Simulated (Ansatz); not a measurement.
C4H7NS, SMILES `C=CNC(=C)S`, relaxed with RKS PBE0-D4/def2-TZVP in Ansatz from a PBE-D4/def2-SVP geometry. The force threshold is 0.005 eV/Å; the program also tests the step.

Total charge 0; spin multiplicity 1.

Start:

```xyz
13

C    -1.561    1.978   -0.018
C    -1.022    0.769   -0.291
N     0.135    0.257    0.276
C     0.731   -0.981    0.059
C     1.616   -1.548    0.920
S     0.254   -1.896   -1.399
H    -1.111    2.677    0.705
H    -2.488    2.287   -0.518
H    -1.492    0.082   -1.014
H     0.560    0.808    1.026
H     1.817   -1.099    1.905
H     2.154   -2.462    0.642
H     0.406   -0.873   -2.293
```

(1) By how much does the energy fall, and how many steps does the optimiser take? (Best estimate.)

(2) Which bonds change most? (Estimate.)

(3) Give the relaxed structure. (Best estimate.)

## Answers

(1) Ansatz gave: 1.79 kcal/mol, in 11 steps, 1 of them rejected.

(2) Computed: C4–S6 from 1.786 to 1.763 Å; C4–C5 from 1.359 to 1.338 Å; S6–H13 from 1.367 to 1.346 Å; C1–C2 from 1.353 to 1.333 Å.

(3) The calculation gave: 
```xyz
13

C    -1.547    1.942   -0.003
C    -1.010    0.756   -0.288
N     0.172    0.280    0.232
C     0.731   -0.968    0.043
C     1.571   -1.532    0.919
S     0.282   -1.868   -1.406
H    -1.082    2.640    0.684
H    -2.482    2.233   -0.459
H    -1.496    0.071   -0.972
H     0.594    0.824    0.969
H     1.751   -1.080    1.887
H     2.092   -2.445    0.673
H     0.424   -0.853   -2.279
```
